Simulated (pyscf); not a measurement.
fluoromethane (H₃C–F) + silylene (SiH₂) [singlet] → hydrogen fluoride (HF) + H₂C=SiH₂, a concerted two-bond exchange (singlet surface; C–F, C–H broken, F–H, C–Si formed). Optimised with ωB97X-D3(BJ)/def2-SVP in PySCF. MP2 and CC: frozen core, UHF for open shells. ΔMP2 is the change of the MP2 total energy from the triple- to the quadruple-zeta basis. Energies in kcal/mol from the separated reactants.

Small-basis levels: PySCF, no dispersion term, spherical d functions. AM1 to PM7: differences of heats of formation from MOPAC. Cost: rough CPU time at the saddle relative to B3LYP/6-31G*, from one job on a shared machine.

| level | barrier | reaction energy | cost |
|---|---|---|---|
| HF/STO-3G | 117.6 | +26.3 | 0.07 |
| HF/3-21G | 77.1 | +2.2 | 0.08 |
| HF/6-31G* | 72.1 | -3.4 | 0.1 |
| PBE/6-31G* | 18.7 | -12.2 | 1 |
| B3LYP/6-31G* | 34.3 | -8.7 | 1 |
| M06-2X/6-31G* | 40.8 | -10.3 | 2 |
| B3LYP/6-311+G** | 28.3 | -22.1 | 2 |
| PBE/def2-SVP | 15.9 | -18.3 | 2 |
| PM3 | 56.3 | -38.6 | under 0.02 |
| CCSD(T)/def2-TZVPP + ΔMP2(QZVPP) | 29.9 | -26.2 | – |

Against the last row the barrier runs from -14.0 (PBE/def2-SVP) to +87.7 kcal/mol (HF/STO-3G). CCSD(T)/def2-TZVPP + ΔMP2(QZVPP) has limits of its own. On the product side the descent ends in a complex, 6.6 kcal/mol under the separated species and 60.6 kcal/mol under the saddle at ωB97X-D3(BJ)/def2-TZVP. One saddle was located; it need not be the lowest between these sides. The CCSD(T) − MP2 part came from Ansatz, without density fitting, on the same reference.
